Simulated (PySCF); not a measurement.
Species: C3H3 (charge 0, doublet). It need not be the lowest isomer of its formula. 
Geometry from a B3LYP-D3(BJ)/def2-TZVP (Ansatz) optimisation:
SMILES: [C]#CC
```xyz
6

C      0.1102     0.0659     0.3263
C     -0.1374    -0.0523     1.5446
C      0.0300    -0.0005    -1.1193
H      0.0061     0.9982    -1.5605
H      0.8683    -0.5625    -1.5367
H     -0.8913    -0.5141    -1.4127
```
Charge 0, spin multiplicity 2.

Dispersion corrections to the total energy (kcal/mol) from the dftd3 and dftd4 libraries through PySCF: D3(BJ) without and D4 with the three-body term, each with the damping fitted for the functional named.

| functional | D3(BJ) | D4 |
|---|---|---|
| B2GP-PLYP | -1.10 | -0.67 |
| B3LYP | -3.33 | -2.67 |
| B2PLYP | -1.49 | -1.15 |
| LC-wPBE | -1.72 | … |
| BP86 | … | -2.13 |
| TPSSh | … | -2.04 |
| HSE06 | -1.16 | -1.26 |

Question: Fill in the missing entries.

Answer: 
- LC-wPBE, D4: -1.83
- BP86, D3(BJ): -2.92
- TPSSh, D3(BJ): -2.17
